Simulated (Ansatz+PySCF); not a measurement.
Values are calculated unless marked as measured or tabulated.
## Several solutions for doublet CH

```
atom   x (Å)   y (Å)    z (Å)
   C  0.0000  0.0000  -0.1615
   H  0.0000  0.0000   0.9688
```

Basis set: def2-SVP (spherical functions). Charge 0, multiplicity 2.

PBE0 (unrestricted) was run from several starts with Ansatz (development build ahead of 0.2.0) and PySCF 2.14.0.

| run | program | start | converged | energy (hartree) | <S²> |
| --- | --- | --- | --- | --- | --- |
| A | Ansatz | search for the lowest state | yes | -38.39235 | 0.93 |
| B | PySCF | program defaults | yes | -38.39167 | 0.75 |
| C | Ansatz | stability test followed | yes | -38.39235 | 0.93 |
| D | Ansatz | atomic start, no search | yes | -38.39167 | 0.75 |
| E | PySCF | guess minao, instabilities followed | yes | -38.39235 | 0.93 |

Which runs reached the lowest solution of this kind, and what is wrong with the others?

A, C, E reached the lowest solution found. Converged but too high: B by 0.02 eV, D by 0.02 eV. Convergence only shows a stationary point, and even a stable one can lie too high; stability tests and further starts are what find lower ones. Caution: the unrestricted determinant is spin contaminated.
